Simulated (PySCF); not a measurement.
ClNa, SMILES [Na][Cl] (connectivity only; charge and spin as stated), charge -1, multiplicity 2.

The structure is a stationary point at PBE0-D3(BJ)/def2-TZVPD. The spin state was assumed, not searched.

Calculation: PySCF with PBE0-D3(BJ)/def2-TZVPD.

Frequencies are harmonic and unscaled.

```tsv
mode	ν (cm⁻¹)	IR (km/mol)	moving atoms (share of kinetic energy)
1	265	51.5	Na 61 %, Cl 39 %
```
